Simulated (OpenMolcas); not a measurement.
# BF (SMILES [B]F), step by step

Aim: a single-point energy (HF/STO-3G), then a single-point energy (CASSCF(2,2)/STO-3G), then the energy (CASPT2(2,2)/STO-3G), then a single-point energy (SC-NEVPT2(2,2)/STO-3G), then the energy (MRCI(2,2)/STO-3G) of BF. 

The results are computed with OpenMolcas 26.06.

1 further run of the same task is left out (for a known fault of the program).

### Step 1. The molecule

BF has 2 atoms, charge 0, and is taken as a singlet. As SMILES, `[B]F`. Geometry: relaxed at GFN2-xTB.

Bond lengths: B1–F2 1.244 Å.

### Step 2. A single-point energy at HF/STO-3G (run 1)

File step1.inp:

```
&GATEWAY
 BASLIB
 $CurrDir
 COORD
 2
 bohr
 B      0.00000000     0.00000000     0.00000000
 F      0.00000000     0.00000000     2.35155629
 BASIS
 STO-3G
 GROUP
 NoSym

&SEWARD

&SCF
 PRORBITALS
 1 1
```

The basis set STO-3G is read from a file made from the Basis Set Exchange's data (not shown).

Started as:

```sh
$ export MOLCAS_MEM=1860
$ pymolcas step1.inp > step1.log
```

The log of the run:

```text
--- Start Module: gateway ---
[...]
--- Stop Module: gateway /rc=_RC_ALL_IS_WELL_ ---
--- Start Module: seward ---
[...]
      Basis functions           10
--- Stop Module: seward /rc=_RC_ALL_IS_WELL_ ---
--- Start Module: scf ---
[...]
       Convergence after   9 Iterations
[...]
::    Total SCF energy                               -122.3566314105
[...]
      Total spin, S                                     0.0000000000
[...]
      Total electronic charge=   14.000000
      Total            charge=   -0.000000
[...]
      Dipole Moment (debye):
      Origin of the operator (angstrom)=    0.0000    0.0000    0.7878
                   X=  1.0674E-16               Y=  5.1245E-16               Z=  1.1707E+00           Total=  1.1707E+00
      Quadrupole Moment (debye*angstrom):
[...]
--- Stop Module: scf /rc=_RC_ALL_IS_WELL_ ---
[...]
```

Run time: 1.5 s. Hardware: 1 thread of Arm Neoverse V1, shared host; peak memory 0.37 GiB.

### Step 3. The energy at CASSCF(2,2)/STO-3G (run 2)

File step2.inp:

```
&GATEWAY
 BASLIB
 $CurrDir
 COORD
 2
 bohr
 B      0.00000000     0.00000000     0.00000000
 F      0.00000000     0.00000000     2.35155629
 BASIS
 STO-3G
 GROUP
 NoSym

&SEWARD

&RASSCF
 FILEORB
 $CurrDir/step1.ScfOrb
 SPIN
 1
 NACTEL
 2 0 0
 INACTIVE
 6
 RAS2
 2
 ORBLISTING
 Nothing
 ORBAPPEAR
 Compact
```

The basis set STO-3G is read from a file made from the Basis Set Exchange's data (not shown).

Started as:

```sh
$ export MOLCAS_MEM=1860
$ pymolcas step2.inp > step2.log
```

The log of the run:

```text
--- Start Module: gateway ---
[...]
--- Stop Module: gateway /rc=_RC_ALL_IS_WELL_ ---
--- Start Module: seward ---
[...]
      Basis functions           10
--- Stop Module: seward /rc=_RC_ALL_IS_WELL_ ---
--- Start Module: rasscf ---
[...]
      Number of active orbitals                  2
[...]
      Spin quantum number                      0.0
[...]
      Active orbitals                            2
[...]
      Number of CSFs                             3
[...]
      Number of root(s) required                 1
[...]
      Convergence after  9 iterations
[...]
      printout of CI-coefficients larger than  0.05 for root  1
      energy=    -122.372028
      conf/sym  11     Coeff  Weight
             1  20   0.98657 0.97332
             3  02  -0.16334 0.02668
      Natural orbitals and occupation numbers for root  1
      sym 1:   1.946643   0.053357
      ************************************************************************************************************************
      *                                                    Final results                                                     *
[...]
::    RASSCF root number  1 Total energy:   -122.37202813
[...]
      Total electronic charge=   14.000000
      Total            charge=   -0.000000
[...]
      Dipole Moment (debye):
      Origin of the operator (angstrom)=    0.0000    0.0000    0.7878
                   X=  9.8905E-17               Y=  4.9344E-16               Z=  1.0036E+00           Total=  1.0036E+00
      Quadrupole Moment (debye*angstrom):
[...]
--- Stop Module: rasscf /rc=_RC_ALL_IS_WELL_ ---
[...]
```

It took 1.6 s on 1 thread of Arm Neoverse V1, shared host; peak memory 0.37 GiB.

### Step 4. A single-point energy at CASPT2(2,2)/STO-3G (run 3)

File step3.input:

```
* BF CASPT2

&GATEWAY
 BasLib = $CurrDir
 Coord
 2
 bohr
 B      0.00000000     0.00000000     0.00000000
 F      0.00000000     0.00000000     2.35155629
 Basis = STO-3G
 Group = NoSym

&SEWARD

&RASSCF
 FileOrb = $CurrDir/step2.RasOrb
 Spin = 1
 Nactel = 2 0 0
 Inactive = 6
 Ras2 = 2
 OrbListing = Nothing
 OrbAppear = Compact

&CASPT2
 Imaginary = 0.1
 Frozen = 2
```

The basis set STO-3G is read from a file made from the Basis Set Exchange's data (not shown).

Started as:

```sh
$ export MOLCAS_MEM=1860
$ pymolcas step3.input > step3.log
```

The log of the run:

```text
--- Start Module: gateway ---
[...]
--- Stop Module: gateway /rc=_RC_ALL_IS_WELL_ ---
[...]
      Basis functions           10
[...]
--- Start Module: rasscf ---
[...]
      Number of active orbitals                  2
[...]
      Spin quantum number                      0.0
[...]
      Active orbitals                            2
[...]
      Number of CSFs                             3
[...]
      Number of root(s) required                 1
[...]
      Convergence after  4 iterations
[...]
      printout of CI-coefficients larger than  0.05 for root  1
      energy=    -122.372028
      conf/sym  11     Coeff  Weight
             1  20   0.98657 0.97332
             3  02  -0.16334 0.02668
      Natural orbitals and occupation numbers for root  1
      sym 1:   1.946643   0.053357
      ************************************************************************************************************************
      *                                                    Final results                                                     *
[...]
::    RASSCF root number  1 Total energy:   -122.37202813
[...]
      Total electronic charge=   14.000000
      Total            charge=   -0.000000
[...]
      Dipole Moment (debye):
      Origin of the operator (angstrom)=    0.0000    0.0000    0.7878
                   X=  9.8905E-17               Y=  4.9345E-16               Z=  1.0036E+00           Total=  1.0036E+00
      Quadrupole Moment (debye*angstrom):
[...]
--- Stop Module: rasscf /rc=_RC_ALL_IS_WELL_ ---
--- Start Module: caspt2 ---
[...]
 ###    WARNING: User changed nr of frozen orbitals.                         ###
 ###############################################################################
[...]
      E2 (Variational):          -0.0529380539
      Total energy:            -122.4249661835
[...]
      Reference weight:           0.97544
[...]
::    CASPT2 Root  1     Total energy:   -122.42496618
[...]
--- Stop Module: caspt2 /rc=_RC_ALL_IS_WELL_ ---
[...]
```

It took 1.7 s on 1 thread of Arm Neoverse V1, shared host; peak memory 0.37 GiB.

### Step 5. The energy at SC-NEVPT2(2,2)/STO-3G (run 4)

File step4.inp:

```
&GATEWAY
 BasLib=$CurrDir
 Coord
 2
 bohr
 B      0.00000000     0.00000000     0.00000000
 F      0.00000000     0.00000000     2.35155629
 Basis=STO-3G
 Group=NoSym

&SEWARD

&RASSCF
 FileOrb=$CurrDir/step2.RasOrb
 Spin=1
 Nactel=2 0 0
 Inactive=6
 Ras2=2
 OrbListing=Nothing
 OrbAppear=Compact

&CASPT2
 SC-NEVPT2
 Frozen=2
```

The basis set STO-3G is read from a file made from the Basis Set Exchange's data (not shown).

Started as:

```sh
$ export MOLCAS_MEM=1860
$ pymolcas step4.inp > step4.log
```

The log of the run:

```text
--- Start Module: gateway ---
[...]
--- Stop Module: gateway /rc=_RC_ALL_IS_WELL_ ---
[...]
      Basis functions           10
[...]
--- Start Module: rasscf ---
[...]
      Number of active orbitals                  2
[...]
      Spin quantum number                      0.0
[...]
      Active orbitals                            2
[...]
      Number of CSFs                             3
[...]
      Number of root(s) required                 1
[...]
      Convergence after  4 iterations
[...]
      printout of CI-coefficients larger than  0.05 for root  1
      energy=    -122.372028
      conf/sym  11     Coeff  Weight
             1  20   0.98657 0.97332
             3  02  -0.16334 0.02668
      Natural orbitals and occupation numbers for root  1
      sym 1:   1.946643   0.053357
      ************************************************************************************************************************
      *                                                    Final results                                                     *
[...]
::    RASSCF root number  1 Total energy:   -122.37202813
[...]
      Total electronic charge=   14.000000
      Total            charge=   -0.000000
[...]
      Dipole Moment (debye):
      Origin of the operator (angstrom)=    0.0000    0.0000    0.7878
                   X=  9.8905E-17               Y=  4.9345E-16               Z=  1.0036E+00           Total=  1.0036E+00
      Quadrupole Moment (debye*angstrom):
[...]
--- Stop Module: rasscf /rc=_RC_ALL_IS_WELL_ ---
--- Start Module: caspt2 ---
[...]
 ###    WARNING: User changed nr of frozen orbitals.                         ###
 ###############################################################################
[...]
      E2 (Variational):          -0.0496050498
[...]
      E2 (Variational):          -0.0496014656
      Total energy:            -122.4216295951
[...]
      Reference weight:           0.97869
[...]
::    SC-NEVPT2 Root  1     Total energy:   -122.42162960
[...]
--- Stop Module: caspt2 /rc=_RC_ALL_IS_WELL_ ---
[...]
```

Wall time 1.6 s (1 thread of Arm Neoverse V1, shared host); peak memory 0.37 GiB.

### Step 6. The energy at MRCI(2,2)/STO-3G (run 5)

File step5.inp:

```
&GATEWAY
  BasLib
  $CurrDir
  Coord
  2
  bohr
  B      0.00000000     0.00000000     0.00000000
  F      0.00000000     0.00000000     2.35155629
  Basis
  STO-3G
  Group
  NoSym

&SEWARD

&RASSCF
  FileOrb
  $CurrDir/step2.RasOrb
  Spin
  1
  Nactel
  2 0 0
  Inactive
  6
  Ras2
  2
  OrbListing
  Nothing
  OrbAppear
  Compact

&MOTRA
  LumOrb
  Frozen
  2

&GUGA
  Electrons
  10
  Spin
  1
  Inactive
  4
  Active
  2
  CIAll
  1

&MRCI
  SDCI
```

The basis set STO-3G is read from a file made from the Basis Set Exchange's data (not shown).

Started as:

```sh
$ export MOLCAS_MEM=1860
$ pymolcas step5.inp > step5.log
```

The log of the run:

```text
--- Start Module: gateway ---
[...]
--- Stop Module: gateway /rc=_RC_ALL_IS_WELL_ ---
[...]
      Basis functions           10
[...]
      Number of active orbitals                  2
[...]
      Spin quantum number                      0.0
[...]
      Active orbitals                            2
[...]
      Number of CSFs                             3
[...]
      Number of root(s) required                 1
[...]
      Convergence after  4 iterations
[...]
      printout of CI-coefficients larger than  0.05 for root  1
      energy=    -122.372028
      conf/sym  11     Coeff  Weight
             1  20   0.98657 0.97332
             3  02  -0.16334 0.02668
      Natural orbitals and occupation numbers for root  1
      sym 1:   1.946643   0.053357
      ************************************************************************************************************************
      *                                                    Final results                                                     *
[...]
::    RASSCF root number  1 Total energy:   -122.37202813
[...]
      Dipole Moment (debye):
      Origin of the operator (angstrom)=    0.0000    0.0000    0.7878
                   X=  9.8905E-17               Y=  4.9345E-16               Z=  1.0036E+00           Total=  1.0036E+00
      Quadrupole Moment (debye*angstrom):
[...]
      *** WARNING: Default frozen orbitals is overwritten by user input.
      *** Default values:   2
[...]
--- Start Module: guga ---
[...]
--- Stop Module: guga /rc=_RC_ALL_IS_WELL_ ---
--- Start Module: mrci ---
[...]
       (But an ACPF correction will be computed)
       USE THE DEFAULT ACPF G-VALUE GFAC=  0.20000000000000001
[...]
                      CI ENERGY:  -122.43542650
[...]
                ACPF CORRECTION:    -0.00269650
[...]
      Total electronic charge=   14.000000
      Total            charge=   -0.000000
[...]
     ACPF CORRECTION:     -0.00269650
[...]
  CI State   1     Total energy:   -122.43542650     QDav:     -0.00340685     QACPF:     -0.00269650
[...]
--- Stop Module: mrci /rc=_RC_ALL_IS_WELL_ ---
[...]
```

Wall time 1.7 s (1 thread of Arm Neoverse V1, shared host); peak memory 0.37 GiB.

### Step 7. Results

```
                                                    quantity          value
                              run 1, HF/STO-3G: total energy  -122.35663 Eh
                             run 1, HF/STO-3G: dipole moment         1.17 D
                               run 1, HF/STO-3G: HOMO energy       -7.57 eV
                               run 1, HF/STO-3G: LUMO energy        9.06 eV
                             run 1, HF/STO-3G: HOMO–LUMO gap       16.64 eV
                     run 2, CASSCF(2,2)/STO-3G: total energy  -122.37203 Eh
   run 2, CASSCF(2,2)/STO-3G: dipole moment (CASSCF density)         1.00 D
                     run 3, CASPT2(2,2)/STO-3G: total energy  -122.42497 Eh
   run 3, CASPT2(2,2)/STO-3G: dipole moment (CASSCF density)         1.00 D
                  run 4, SC-NEVPT2(2,2)/STO-3G: total energy  -122.42163 Eh
run 4, SC-NEVPT2(2,2)/STO-3G: dipole moment (CASSCF density)         1.00 D
                       run 5, MRCI(2,2)/STO-3G: total energy  -122.43543 Eh
     run 5, MRCI(2,2)/STO-3G: dipole moment (CASSCF density)         1.00 D
```
